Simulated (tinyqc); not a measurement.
CIS and TDHF on RHF in the sto-3g basis, frozen core, for HF, spin multiplicity 1, step by step. One step of it, computed by the program tinyqc.

Problem. CIS matrix, singlets. A(ia,jb) = (e_a - e_i) d_ij d_ab + 2 (ia|jb) - (ij|ab).

orbital energies (hartree): [-25.912390, -1.437817, -0.543341, -0.462014, -0.462014, 0.499627]

Two-electron integrals over orbitals (pq|rs), unique and non-zero (hartree); the lowest 1 orbital is frozen and left out:
```
(22|22) 0.860943    (32|22) -0.034586   (32|32) 0.150440    (33|22) 0.731219
(33|32) -0.032775   (33|33) 0.727015    (42|42) 0.184701    (43|42) -0.037033
(43|43) 0.042242    (44|22) 0.885258    (44|32) -0.075292   (44|33) 0.723172
(44|44) 0.997514    (52|52) 0.184701    (53|52) -0.037033   (53|53) 0.042242
(54|54) 0.053770    (55|22) 0.885258    (55|32) -0.075292   (55|33) 0.723172
(55|44) 0.889973    (55|55) 0.997514    (62|22) -0.112453   (62|32) -0.059731
(62|33) -0.029432   (62|44) -0.110319   (62|55) -0.110319   (62|62) 0.093828
(63|22) -0.195604   (63|32) 0.091989    (63|33) -0.110898   (63|44) -0.217039
(63|55) -0.217039   (63|62) 0.049433    (63|63) 0.199720    (64|42) -0.036900
(64|43) -0.018182   (64|64) 0.030504    (65|52) -0.036900   (65|53) -0.018182
(65|65) 0.030504    (66|22) 0.664529    (66|32) 0.060859    (66|33) 0.664525
(66|44) 0.641543    (66|55) 0.641543    (66|62) -0.062368   (66|63) -0.019118
(66|66) 0.700839
```

Give: CIS matrix A, singlet.

Solution.

CIS matrix A, singlet (hartree), order 2>6, 3>6, 4>6, 5>6:
```
[[1.461, 0.038, 0.000, 0.000],
 [0.038, 0.778, 0.000, 0.000],
 [0.000, 0.000, 0.381, 0.000],
 [0.000, 0.000, 0.000, 0.381]]
```
